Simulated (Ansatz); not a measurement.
The cluster B₂C. Charge 0, multiplicity 3. Geometry PBE0-D4/def2-TZVPD, that of the charge -1 doublet; atoms count from 1.

```xyz
3

B    -0.4330   -0.8101   -0.2369
B    -0.0274    0.5756    0.7535
C     0.4604    0.2345   -0.5166
```

The structure comes from a short search, and lower isomers may exist.

(1) Estimate the Mulliken populations from the PBE0/def2-TZVPD orbitals of Ansatz.

(2) Where does the spin sit?

(3) And the Mayer bond orders between bonded heavy atoms (over 0.3)?

## Answers

(1) 
```csv
atom,charge (e),spin (α − β)
B1,-0.11,0.87
B2,-0.11,0.87
C3,0.22,0.27
```
Mulliken values and Mayer orders depend strongly on the basis. With diffuse functions, as here, like atoms can get unlike values, and bond orders can come out too low or too high.

(2) Summed by element: B 1.73, C 0.27, of 2 unpaired in all. Largest on single atoms: B1 0.87, B2 0.87, C3 0.27.

(3) B1–B2 1.09 (1.75 Å); B1–C3 1.76 (1.40 Å); B2–C3 1.76 (1.40 Å).
